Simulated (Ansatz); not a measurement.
# AlC (quartet): one geometry, many settings at distance Al1–C2 = 1.967 Å

Aim: run AlC (quartet) at one geometry under a spread of methods and options, and see what each costs and gives.

Computed with Ansatz 0.2.0, Gaussian basis. Level: the settings change from run to run.

23 further runs of the same task are left out: 16 that didn't finish, 7 set aside as unsound or not needed.

## 1. The geometry

The geometry derives from a PBE0/def2-TZVP stationary point (not a proven minimum). One bond is set to the value named and the two fragments are kept rigid.

2 atoms, charge 0, spin multiplicity 4.

Atoms are counted from 1 here; the program's logs count them from 0.

Bond lengths: Al1–C2 1.967 Å.

## 2. CCSDT/def2-SVP

Contents of in.yaml:

```yaml
crystal:
  periodic: [false, false, false]
  atoms:
    - {symbol: Al, position_ang: [0.000000, 0.000000, 0.000000]}
    - {symbol: C, position_ang: [0.000000, 0.000000, 1.966767]}
basis:
  gaussian: {orbitals: def2-SVP, point_charges: [{charge: -0.50, position_ang: [3.445, -0.058, 0.475]}]}
magnetization: {spin_polarized: true, initial_magnetization: 3}
hamiltonian: {xc: {name: r2SCAN}}
correlation: {method: ccsdt, electrons: outside_noble_gas}
accuracy: high
```

The run is started by

```sh
$ ansatz run in.yaml --threads 1 --pin off --events-out ev --progress --plain --max-ram 2393MiB
```

Log (excerpt; [...] marks lines left out):

```text
Functional definition: r2SCAN
  name "r2SCAN"
  cite "Furness, Kaplan, Ning, Perdew & Sun, J. Phys. Chem. Lett. 11, 8208 (2020) doi:10.1021/acs.jpclett.0c02405"
  cite "Furness, Kaplan, Ning, Perdew & Sun, J. Phys. Chem. Lett. 11, 9248 (2020) doi:10.1021/acs.jpclett.0c03077"
  parent r2scan
[...]
564 factors; integrals over basis functions are off by at most 3.8e-9 eV
[...]
mean field -7623.95458199 eV, -280.1751631861 hartree, gradient 1.1e-8 eV, S^2 3.755555; 4 other end points of the search recorded, 0 dependent functions left out
6 core orbitals not correlated: weight in the atoms' cores, before any rotation towards them, 1.000 or more for the frozen orbitals, at most 0.000 for the correlated occupied ones
reference -7606.28328033 eV, -279.5257548282 hartree; 5, 2 occupied and 21, 24 virtual orbitals, 564 factors
second order -3.13868097 eV of doubles, -0.17097419 eV of singles
cycle   1  -3.64188744 eV  change   -3.3e-1 eV  update   8.0e-2
[...]
cycle  31  -4.04715416 eV  change  -2.9e-10 eV  update  7.6e-10
Total energy: -7610.33043449 eV, -279.6744850003 hartree
```

Wall time 16 s (1 thread of Arm Neoverse N1, shared host).

From the report: ⟨S²⟩ of the determinant 3.756 (pure quartet: 3.75); correlation -4.0472 eV; T1 0.019; largest double amplitude 0.10. The orbitals are Kohn-Sham ones, so correlation energy and T1 don't compare with those on Hartree-Fock orbitals.

## 3. HF/cc-pVDZ

Contents of in.yaml:

```yaml
crystal:
  periodic: [false, false, false]
  atoms:
    - {symbol: Al, position_ang: [0.000000, 0.000000, 0.000000]}
    - {symbol: C, position_ang: [0.000000, 0.000000, 1.966767]}
basis:
  gaussian: {orbitals: cc-pVDZ, point_charges: [{charge: 1.00, position_ang: [4.370, -0.014, 0.792]}]}
magnetization: {spin_polarized: true, initial_magnetization: 3}
hamiltonian: {xc: hf}
scf: {lower_state_search: light}
output: {orbitals: {seedname: orbitals}}
```

The command is unchanged.

Log:

```text
Functional definition: HF
  name "HF"
  cite "Fock, Z. Phys. 61, 126 (1930) doi:10.1007/BF01340294"
  parent pbe
  exchange = exact_x
  correlation = 0
315 factors; integrals over basis functions are off by at most 5.9e-4 eV
mean field evaluation 1: about -7608.5120 eV, gradient 9.0e0 eV
mean field evaluation 2: about -7608.5143 eV, gradient 9.0e0 eV
mean field evaluation 4: about -7609.5139 eV, gradient 1.7e0 eV
mean field evaluation 8: about -7609.6900 eV, gradient 1.8e-1 eV
mean field evaluation 16: about -7609.6918 eV, gradient 1.5e-5 eV
mean field evaluation 32: about -7601.9228 eV, gradient 9.3e0 eV
mean field evaluation 64: about -7609.6826 eV, gradient 1.9e-1 eV
mean field evaluation 96: about -7606.7126 eV, gradient 2.7e0 eV
mean field evaluation 128: about -7609.6918 eV, gradient 6.6e-6 eV
mean field -7609.69178877 eV, -279.6510152028 hartree, gradient 9.1e-6 eV, S^2 3.767173; 1 other end points of the search recorded, 0 dependent functions left out
reference -7609.69178877 eV, -279.6510152028 hartree; 11, 8 occupied and 21, 24 virtual orbitals, 315 factors
Total energy: -7609.69178877 eV, -279.6510152028 hartree
```

Run time: 0.6 s. Hardware: 1 thread of Arm Neoverse N1, shared host.

From the report: ⟨S²⟩ of the determinant 3.767 (pure quartet: 3.75).

## 4. CASCI(3,4)/cc-pVDZ

Contents of in.yaml:

```yaml
crystal:
  periodic: [false, false, false]
  atoms:
    - {symbol: Al, position_ang: [0.000000, 0.000000, 0.000000]}
    - {symbol: C, position_ang: [0.000000, 0.000000, 1.966767]}
basis:
  gaussian: {orbitals: cc-pVDZ}
magnetization: {spin_polarized: false, initial_magnetization: 3}
correlation: {active_space: {window: {electrons: 3, orbitals: 4}, fixed_orbitals: true}}
```

Launched as before.

Log:

```text
Functional definition: HF
  name "HF"
  cite "Fock, Z. Phys. 61, 126 (1930) doi:10.1007/BF01340294"
  parent pbe
  exchange = exact_x
  correlation = 0
315 factors; integrals over basis functions are off by at most 5.9e-4 eV
mean field evaluation 1: about -7608.3845 eV, gradient 7.8e0 eV
mean field evaluation 2: about -7608.3865 eV, gradient 7.8e0 eV
mean field evaluation 4: about -7609.3221 eV, gradient 2.8e0 eV
mean field evaluation 8: about -7609.6220 eV, gradient 2.8e-1 eV
mean field evaluation 16: about -7607.2280 eV, gradient 7.3e0 eV
mean field -7609.62342614 eV, -279.6485029225 hartree, gradient 2.6e-6 eV, S^2 3.750000; 1 other end points of the search recorded, 0 dependent functions left out
reference -7609.62342614 eV, -279.6485029225 hartree; 11, 8 occupied and 21, 24 virtual orbitals, 315 factors
state -7609.62342614 eV, -279.6485029225 hartree
WARN: the results are in doubt because the space or a class takes a part of the degenerate orbitals at 1.7897 eV
Total energy: -7609.62342614 eV, -279.6485029225 hartree
In doubt: the space or a class takes a part of the degenerate orbitals at 1.7897 eV
```

It took 0.33 s on 1 thread of Arm Neoverse N1, shared host.

From the report: 2 determinants; active occupations 1.00, 1.00, 1.00, 0.00. With so small a space the active step adds no correlation: the energy is the mean field's. The program marks this result as in doubt; its last lines say why.

## 5. CCSDT(Q)/cc-pVDZ

Contents of in.yaml:

```yaml
crystal:
  periodic: [false, false, false]
  atoms:
    - {symbol: Al, position_ang: [0.000000, 0.000000, 0.000000]}
    - {symbol: C, position_ang: [0.000000, 0.000000, 1.966767]}
basis:
  gaussian: {orbitals: cc-pVDZ}
magnetization: {spin_polarized: true, initial_magnetization: 3}
hamiltonian: {xc: {name: B3LYP}}
correlation: {method: ccsdt_q, electrons: valence}
output: {forces: true}
```

The command is unchanged.

Log (excerpt; [...] marks lines left out):

```text
Functional definition: B3LYP
  name "B3LYP"
  cite "Stephens, Devlin, Chabalowski & Frisch, J. Phys. Chem. 98, 11623 (1994) doi:10.1021/j100096a001"
  cite "Becke, Phys. Rev. A 38, 3098 (1988) doi:10.1103/PhysRevA.38.3098"
  cite "Lee, Yang & Parr, Phys. Rev. B 37, 785 (1988) doi:10.1103/PhysRevB.37.785"
  cite "Vosko, Wilk & Nusair, Can. J. Phys. 58, 1200 (1980) doi:10.1139/p80-159"
[...]
577 factors; integrals over basis functions are off by at most 1.4e-7 eV
[...]
mean field -7628.81253141 eV, -280.3536895344 hartree, gradient 8.2e-7 eV, S^2 3.754012; 2 other end points of the search recorded, 0 dependent functions left out
6 core orbitals not correlated: weight in the atoms' cores, before any rotation towards them, 1.000 or more for the frozen orbitals, at most 0.000 for the correlated occupied ones
reference -7609.20990917 eV, -279.6333064544 hartree; 5, 2 occupied and 21, 24 virtual orbitals, 577 factors
second order -3.29207506 eV of doubles, -0.17908785 eV of singles
cycle   1  -3.85387942 eV  change   -3.8e-1 eV  update   8.4e-2
[...]
cycle  18  -4.28762215 eV  change   -1.3e-7 eV  update   4.5e-7
perturbative correction -0.01151656 eV, -0.0004232258 hartree
[...]
Total energy: -7613.50904789 eV, -279.7912968880 hartree
Atom 0 at     0.000000     0.000000     0.000000 Å, force    -0.000000    -0.000000    -0.481803 eV/Å
Atom 1 at     0.000000     0.000000     1.966767 Å, force     0.000000    -0.000000     0.481803 eV/Å
Dipole moment:     0.000000     0.000000    -0.293454 e Å
```

Run time: 33 s. Hardware: 1 thread of Arm Neoverse N1, shared host; peak memory 0.3 GiB.

From the report: ⟨S²⟩ of the determinant 3.754 (pure quartet: 3.75); correlation -4.2991 eV; T1 0.022; largest double amplitude 0.09. The orbitals are Kohn-Sham ones, so correlation energy and T1 don't compare with those on Hartree-Fock orbitals.

## 6. CCSDT on ROHF/cc-pVDZ

Contents of in.yaml:

```yaml
crystal:
  periodic: [false, false, false]
  atoms:
    - {symbol: Al, position_ang: [0.000000, 0.000000, 0.000000]}
    - {symbol: C, position_ang: [0.000000, 0.000000, 1.966767]}
basis:
  gaussian: {orbitals: cc-pVDZ, point_charges: [{charge: -0.50, position_ang: [3.185, 0.906, -0.450]}]}
magnetization: {spin_polarized: false, initial_magnetization: 3}
correlation: {method: ccsdt, electrons: outside_noble_gas}
output: {forces: true}
```

Same command.

Log (excerpt; [...] marks lines left out):

```text
Functional definition: HF
  name "HF"
  cite "Fock, Z. Phys. 61, 126 (1930) doi:10.1007/BF01340294"
  parent pbe
[...]
577 factors; integrals over basis functions are off by at most 1.4e-7 eV
[...]
mean field -7609.85113317 eV, -279.6568710017 hartree, gradient 1.9e-6 eV, S^2 3.750000; 1 other end points of the search recorded, 0 dependent functions left out
[...]
6 core orbitals not correlated: weight in the atoms' cores, before any rotation towards them, 1.000 or more for the frozen orbitals, at most 0.000 for the correlated occupied ones
reference -7609.85113317 eV, -279.6568710017 hartree; 5, 2 occupied and 21, 24 virtual orbitals, 577 factors
second order -2.83448881 eV of doubles, -0.03344194 eV of singles
cycle   1  -3.43093952 eV  change   -5.6e-1 eV  update   8.6e-2
[...]
cycle  21  -3.91986540 eV  change    1.6e-7 eV  update   4.2e-7
[...]
Total energy: -7613.77099857 eV, -279.8009233981 hartree
Atom 0 at     0.000000     0.000000     0.000000 Å, force     0.210648     0.059921    -0.627850 eV/Å
Atom 1 at     0.000000     0.000000     1.966767 Å, force    -0.011752    -0.003343     0.607005 eV/Å
Dipole moment:     0.217555     0.061885    -0.376090 e Å
```

Wall time 18 s (1 thread of Arm Neoverse N1, shared host).

From the report: correlation -3.9199 eV; T1 0.054; largest double amplitude 0.10.

## 7. CCSD(T) on ROHF/def2-SVP

Contents of in.yaml:

```yaml
crystal:
  periodic: [false, false, false]
  atoms:
    - {symbol: Al, position_ang: [0.000000, 0.000000, 0.000000]}
    - {symbol: C, position_ang: [0.000000, 0.000000, 1.966767]}
basis:
  gaussian: {orbitals: def2-SVP}
magnetization: {spin_polarized: false, initial_magnetization: 3}
correlation: {method: ccsd_t, electrons: outside_noble_gas}
```

Launched as before.

Log (excerpt; [...] marks lines left out):

```text
Functional definition: HF
  name "HF"
  cite "Fock, Z. Phys. 61, 126 (1930) doi:10.1007/BF01340294"
  parent pbe
[...]
302 factors; integrals over basis functions are off by at most 9.9e-4 eV
[...]
mean field -7606.45460312 eV, -279.5320508246 hartree, gradient 1.6e-6 eV, S^2 3.750000; 2 other end points of the search recorded, 0 dependent functions left out
[...]
determinant -7606.45460312 eV, -279.5320508246 hartree, with singles and doubles -7610.04371842 eV, -279.6639483791 hartree
determinant -7603.03433303 eV, -279.4063582171 hartree, with singles and doubles -7607.31234268 eV, -279.5635721718 hartree
6 core orbitals not correlated: weight in the atoms' cores, before any rotation towards them, 1.000 or more for the frozen orbitals, at most 0.000 for the correlated occupied ones
reference -7606.45460312 eV, -279.5320508246 hartree; 5, 2 occupied and 21, 24 virtual orbitals, 302 factors
second order -2.72235012 eV of doubles, -0.03264389 eV of singles
cycle   1  -3.58824082 eV  change    8.7e-4 eV  update   2.0e-3
[...]
cycle   9  -3.59034658 eV  change    2.1e-6 eV  update   2.1e-6
perturbative correction -0.11805574 eV, -0.0043384686 hartree
Total energy: -7610.16300545 eV, -279.6683320964 hartree
```

It took 1.1 s on 1 thread of Arm Neoverse N1, shared host.

From the report: correlation -3.7084 eV; T1 0.048; largest double amplitude 0.10.

## 8. CCSD(T) on ROHF/cc-pVDZ

Changes to in.yaml since step 7:

```diff
@@ -6,4 +6,6 @@
 basis:
-  gaussian: {orbitals: def2-SVP}
+  gaussian: {orbitals: cc-pVDZ}
 magnetization: {spin_polarized: false, initial_magnetization: 3}
 correlation: {method: ccsd_t, electrons: outside_noble_gas}
+accuracy: high
+output: {forces: true}
```

Same command.

Log (excerpt; [...] marks lines left out):

```text
Functional definition: HF
  name "HF"
  cite "Fock, Z. Phys. 61, 126 (1930) doi:10.1007/BF01340294"
  parent pbe
[...]
616 factors; integrals over basis functions are off by at most 3.2e-9 eV
[...]
mean field -7609.62346094 eV, -279.6485042016 hartree, gradient 3.4e-8 eV, S^2 3.750000; 2 other end points of the search recorded, 0 dependent functions left out
[...]
determinant -7609.62346094 eV, -279.6485042016 hartree, with singles and doubles -7613.39178558 eV, -279.7869875779 hartree
determinant -7606.15480766 eV, -279.5210335446 hartree, with singles and doubles -7610.54903131 eV, -279.6825182851 hartree
6 core orbitals not correlated: weight in the atoms' cores, before any rotation towards them, 1.000 or more for the frozen orbitals, at most 0.000 for the correlated occupied ones
reference -7609.62346094 eV, -279.6485042016 hartree; 5, 2 occupied and 21, 24 virtual orbitals, 616 factors
second order -2.84065412 eV of doubles, -0.03130131 eV of singles
cycle   1  -3.76740452 eV  change    9.2e-4 eV  update   1.9e-3
[...]
cycle  21  -3.76935534 eV  change  -5.3e-10 eV  update  4.3e-10
perturbative correction -0.12253496 eV, -0.0045030768 hartree
[...]
Total energy: -7613.51535124 eV, -279.7915285321 hartree
Atom 0 at     0.000000     0.000000     0.000000 Å, force     0.000000    -0.000000    -0.469291 eV/Å
Atom 1 at     0.000000     0.000000     1.966767 Å, force    -0.000000     0.000000     0.469291 eV/Å
Dipole moment:    -0.000000     0.000000    -0.293965 e Å
```

Wall time 3.5 s (1 thread of Arm Neoverse N1, shared host).

From the report: correlation -3.8919 eV; T1 0.048; largest double amplitude 0.09.

## 9. BCCD on UHF/6-31G

Contents of in.yaml:

```yaml
crystal:
  periodic: [false, false, false]
  atoms:
    - {symbol: Al, position_ang: [0.000000, 0.000000, 0.000000]}
    - {symbol: C, position_ang: [0.000000, 0.000000, 1.966767]}
basis:
  gaussian: {orbitals: 6-31G}
magnetization: {spin_polarized: true, initial_magnetization: 3}
correlation: {method: bccd, electrons: valence}
```

Launched as before.

Log (excerpt; [...] marks lines left out):

```text
Functional definition: HF
  name "HF"
  cite "Fock, Z. Phys. 61, 126 (1930) doi:10.1007/BF01340294"
  parent pbe
[...]
265 factors; integrals over basis functions are off by at most 1.1e-4 eV
[...]
mean field -7608.73650564 eV, -279.6159091953 hartree, gradient 5.3e-6 eV, S^2 3.755057; 8 other end points of the search recorded, 0 dependent functions left out
determinant -7608.73650564 eV, -279.6159091953 hartree, with singles and doubles -7610.95808565 eV, -279.6975507550 hartree
determinant -7605.97378415 eV, -279.5143810533 hartree, with singles and doubles -7608.51919159 eV, -279.6079230513 hartree
determinant -7605.56158171 eV, -279.4992328931 hartree, with singles and doubles -7608.00464184 eV, -279.5890136967 hartree
6 core orbitals not correlated: weight in the atoms' cores, before any rotation towards them, 1.000 or more for the frozen orbitals, at most 0.000 for the correlated occupied ones
reference -7608.73650564 eV, -279.6159091953 hartree; 5, 2 occupied and 11, 14 virtual orbitals, 265 factors
second order -1.52466726 eV of doubles, -0.00000000 eV of singles
cycle   1  -2.21347318 eV  change    8.1e-3 eV  update   1.6e-2
[...]
cycle  11  -2.20322237 eV  change   -2.0e-6 eV  update   3.7e-6
Total energy: -7610.93972800 eV, -279.6968761239 hartree
```

It took 0.93 s on 1 thread of Arm Neoverse N1, shared host.

From the report: ⟨S²⟩ of the determinant 3.755 (pure quartet: 3.75); correlation -2.2032 eV; largest double amplitude 0.09.

## 10. CCSDT(Q)/cc-pVDZ

Contents of in.yaml:

```yaml
crystal:
  periodic: [false, false, false]
  atoms:
    - {symbol: Al, position_ang: [0.000000, 0.000000, 0.000000]}
    - {symbol: C, position_ang: [0.000000, 0.000000, 1.966767]}
basis:
  gaussian: {orbitals: cc-pVDZ}
magnetization: {spin_polarized: false, initial_magnetization: 3}
hamiltonian: {xc: {name: PBE}}
correlation: {method: ccsdt_q, electrons: outside_noble_gas}
accuracy: high
```

Same command.

Log (excerpt; [...] marks lines left out):

```text
Functional definition: PBE
  name "PBE"
  cite "Perdew, Burke & Ernzerhof, Phys. Rev. Lett. 77, 3865 (1996) doi:10.1103/PhysRevLett.77.3865"
  parent pbe
[...]
616 factors; integrals over basis functions are off by at most 3.2e-9 eV
[...]
mean field -7623.09890554 eV, -280.1437176566 hartree, gradient 4.8e-8 eV, S^2 3.750000; 0 other end points of the search recorded, 0 dependent functions left out
[...]
6 core orbitals not correlated: weight in the atoms' cores, before any rotation towards them, 1.000 or more for the frozen orbitals, at most 0.000 for the correlated occupied ones
reference -7608.92803847 eV, -279.6229478971 hartree; 5, 2 occupied and 21, 24 virtual orbitals, 616 factors
second order -3.45878396 eV of doubles, -0.29493240 eV of singles
cycle   1  -4.07151494 eV  change   -3.1e-1 eV  update   8.8e-2
[...]
cycle  29  -4.53994838 eV  change  -2.9e-10 eV  update  3.2e-10
perturbative correction -0.01309210 eV, -0.0004811259 hartree
Total energy: -7613.48107895 eV, -279.7902690486 hartree
```

Wall time 9 s (1 thread of Arm Neoverse N1, shared host).

From the report: correlation -4.5530 eV; T1 0.038; largest double amplitude 0.09. The orbitals are Kohn-Sham ones, so correlation energy and T1 don't compare with those on Hartree-Fock orbitals.

## 11. The runs in one table

Where basis and cores are those of an earlier FCI/cc-pVDZ run (-7613.5647 eV), and the state is the same kind, the miss against it is given. † marks a result that the program doubts.

```tsv
level	correlated	functions	energy (eV)	from FCI (meV)	time
CCSDT/def2-SVP (beside a point charge, on r2SCAN orbitals)	outside noble gas	32	-7610.3304		16 s
HF/cc-pVDZ (beside a point charge)		32	-7609.6918		0.6 s
CASCI(3,4)/cc-pVDZ †		32	-7609.6234	3941.3	0.33 s
CCSDT(Q)/cc-pVDZ (on B3LYP orbitals)	valence	32	-7613.5090	55.6	33 s
CCSDT on ROHF/cc-pVDZ (beside a point charge)	outside noble gas	32	-7613.7710		18 s
CCSD(T) on ROHF/def2-SVP	outside noble gas	32	-7610.1630		1.1 s
CCSD(T) on ROHF/cc-pVDZ	outside noble gas	32	-7613.5154	49.3	3.5 s
BCCD on UHF/6-31G	valence	22	-7610.9397		0.93 s
CCSDT(Q)/cc-pVDZ (on PBE orbitals)	outside noble gas	32	-7613.4811	83.6	9 s
```

## 12. Outcome

| quantity | value |
| --- | --- |
| runs | 9 |
| quickest | CASCI(3,4)/cc-pVDZ †, 0.33 s |
| slowest | CCSDT(Q)/cc-pVDZ (on B3LYP orbitals), 33 s |

**Reading.** Total energies in different bases, with other cores or another treatment of relativity can't be set against each other. CCSDT(Q)/cc-pVDZ (on B3LYP orbitals) took 99 times as long as CASCI(3,4)/cc-pVDZ †; the jobs differ in more than the method. Among the correlated runs with a miss given, it spans +49 to +84 meV. Hartree-Fock, CASSCF and CASCI lack dynamic correlation by design. Cores frozen from Kohn-Sham orbitals shift the total energy.
